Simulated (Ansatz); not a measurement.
**Question.** Name a neutral molecule of C, N and H with LUMO energy (B3LYP/def2-TZVPP) between 0.90 and 1.20 eV and HOMO energy (B3LYP/def2-TZVPP) between -6.15 and -5.85 eV (Ansatz, PBE0-D4/def2-TZVP geometry).

**Answer.** `CN1CCC1` (1.06 eV, -6.01 eV). Other molecules can fit too; these were computed, each in one conformer that needn't be the lowest.

B3LYP here is the variant with VWN-RPA as its local correlation; programs differ in this.
